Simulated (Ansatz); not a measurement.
We consider fluorite CeO2, described by PBEsol-D3(BJ) (Ansatz, a first-principles code, plane waves, PAW).

Settings: plane-wave cutoff 520 eV, 12×12×12 k mesh, Fermi–Dirac smearing 0.01 eV, no spin polarisation, scalar-relativistic PAW data made under PBE.

Pressure at four volumes; x = ln(V/12.892 Å³). One pressure is withheld.

| V (Å³/atom) | x | P (GPa) |
|---|---|---|
| 12.119 | -0.0618 | ? |
| 12.376 | -0.0408 | 8.95 |
| 12.892 | 0.0000 | 0.00 |
| 13.666 | 0.0583 | -10.25 |

Task: Pass a parabola P(x) through the three rows shown, estimate the bulk modulus and its pressure derivative near zero pressure, and predict the withheld pressure.

Result: Slopes between the rows: (0.00 − (8.95))/(0.0000 − (-0.0408)) = -219.36 and (-10.25 − (0.00))/(0.0583 − (0.0000)) = -175.81 GPa. Their difference over the span 0.0991 is c = 43.55/0.0991 = 439.5 GPa, so P(x) = 8.95 + (-219.36)(x − (-0.0408)) + 439.5 (x − (-0.0408))(x − (0.0000)). At the middle row B = −dP/dx = −[-219.36 + 439.5 × 0.0408] = 201.4 GPa, and B′ = dB/dP = 2c/B = 4.4. At x = -0.0618 the parabola gives 14.13 GPa; the run gives 14.20 GPa. The Birch–Murnaghan fit to the energies at all volumes has B0 = 200 GPa and B′ = 4.4.

Measured, for comparison: bulk modulus 220 ± 9 GPa (room temperature, not corrected to a static lattice, our sources range from 220 to 230; as tabulated in High Pressure Brillouin Spectroscopy and X-ray Diffraction of Cerium Dioxide …). Computed (rounded) less measured: bulk modulus -9 % (-9 % to -13 % over the range).

Spin–orbit coupling is not included.
